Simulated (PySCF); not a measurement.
# Vibration and rotation of NaF

RHF-CCSD(T) constants of NaF, ¹Σ⁺ (singlet), closed shell (Na 3-21G, F 3-21G; no relativity (PySCF 2.14); masses 22.9898 and 18.9984 u):

* ωe: 572.5 cm⁻¹
* ωexe: 4.82 cm⁻¹
* Be: 0.45635 cm⁻¹
* αe: 0.00545 cm⁻¹
* De to Na + F: 3.07 eV

Problem. What force constant and bond length do these constants imply?

Solution. Reduced mass μred = 10.402 u; k = 5.8918×10⁻⁷·μred·ωe² (u, cm⁻¹, mdyn/Å) = 2.01 mdyn/Å; Re = √(16.8576/(μred·Be)) (u, cm⁻¹, Å) = 1.884 Å.

Problem. Estimate the centrifugal constant D from the Kratzer relation and find the Dunham coefficient a1.

Solution. D = 4Be³/ωe² = 1.16e-06 cm⁻¹; a1 = −1 − αeωe/(6Be²) = -3.50.

Correlated steps freeze 2 core orbitals. Where the molecule has an RHF reference, its open-shell atoms are computed with UHF. The CCSD T1 diagnostic is raised, a sign that a single reference may not be enough here. 3-21G is very small, so such numbers show the basis as much as the molecule.
